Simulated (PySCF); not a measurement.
Compound: silanamine, H5NSi.
Cartesian coordinates in Å at the PBE0-D3(BJ)/def2-SVP level; atoms count from 1:
```xyz
7
H5NSi angstrom
N      1.094   -0.211    0.349
Si    -0.560    0.147   -0.024
H      1.824    0.350   -0.076
H      1.385   -1.181    0.404
H     -1.424   -0.644    0.903
H     -0.775    1.610    0.192
H     -1.016   -0.163   -1.423
```

Level: CAM-B3LYP/def2-SVPD in PySCF, non-relativistic, on one gas-phase PBE0-D3(BJ)/def2-SVP geometry that isn't relaxed in the solvent. The solvent is an IEF-PCM continuum (van der Waals radii × 1.2), and excitations are vertical TDDFT with non-equilibrium linear response and a frozen core. Only the electrostatic response of the medium enters.

| run | E − E(gas) (kcal/mol) | HOMO (eV) | HOMO–LUMO gap (eV) | dipole (D) | lowest singlet (eV) | static polarisability (au) |
| --- | --- | --- | --- | --- | --- | --- |
| gas | 0.00 | -8.89 | 9.86 | 1.28 | 6.30 | 38.2 |
| P | -2.55 | -8.82 | 9.97 | 1.59 | 6.41 | 48.2 |
| Q | -2.11 | -8.83 | 9.95 | 1.54 | 6.39 | 46.4 |

**Question.** The runs were made in chloroform and dichloromethane. Which run belongs to which solvent?

**Answer.** P = dichloromethane, Q = chloroform. The dielectric constants are 4.711 (chloroform), 8.93 (dichloromethane), and the energy falls further as ε rises. The optical constants n² used for the excitations are 2.09, 2.03 in the same order. In this model the ground state sees the solvent through ε alone.

**Question.** How constant is the ratio of the lowering to (ε − 1)/(2ε + 1)?

**Answer.** 
| solvent | (ε − 1)/(2ε + 1) | E − E(gas) (kcal/mol) | ratio (kcal/mol) | polarisation term (kcal/mol) |
| --- | --- | --- | --- | --- |
| chloroform | 0.356 | -2.11 | -5.9 | -2.30 |
| dichloromethane | 0.420 | -2.55 | -6.1 | -2.83 |

The ratio changes by +2.2 % in size from chloroform to dichloromethane. The polarisation term is half the interaction of the solute with the induced surface charges.
